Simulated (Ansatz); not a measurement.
Input for Ansatz (development build ahead of 0.2.0):

```yaml
crystal:
  periodic: [false, false, false]
  atoms:
    - { symbol: C, position_ang: [-0.48973, -1.1434, -0.07929] }
    - { symbol: C, position_ang: [0.08785, 0.20254, 0.01664] }
    - { symbol: C, position_ang: [0.55673, 1.29524, 0.09444] }
    - { symbol: H, position_ang: [-0.95816, -1.29074, -1.05242] }
    - { symbol: H, position_ang: [0.28284, -1.90175, 0.04791] }
    - { symbol: H, position_ang: [-1.24611, -1.29144, 0.69149] }
    - { symbol: H, position_ang: [0.97587, 2.2717, 0.16407] }
basis:
  gaussian: { orbitals: def2-TZVP }
total_charge: 1
magnetization:
  spin_polarized: true
  initial_magnetization: 1
hamiltonian:
  xc: hf
correlation:
  method: mp2
  frozen_orbitals: { C: 1, H: 0 }
output:
  forces: true
```

The input is written out in the form of the current development build from the run's settings.

The run gave:

- Converged: yes
- Reference energy: -115.57884 hartree
- Correlation energy: -0.40559 hartree
- Total energy: -115.98443 hartree
- Spin squared of the determinant: 0.756
- Stability test: minimum

Forces (eV/Å):
```json
{"atom": "C1", "Fx": "0.798", "Fy": "0.920", "Fz": "0.740"}
{"atom": "C2", "Fx": "-3.232", "Fy": "-7.369", "Fz": "-0.641"}
{"atom": "C3", "Fx": "2.395", "Fy": "5.598", "Fz": "0.387"}
{"atom": "H4", "Fx": "-0.105", "Fy": "0.205", "Fz": "-0.353"}
{"atom": "H5", "Fx": "0.207", "Fy": "0.070", "Fz": "-0.161"}
{"atom": "H6", "Fx": "-0.209", "Fy": "0.236", "Fz": "0.004"}
{"atom": "H7", "Fx": "0.147", "Fy": "0.340", "Fz": "0.025"}
```

Caution: MP2 on this radical cation hangs on the determinant chosen; the determinant breaks the point group.
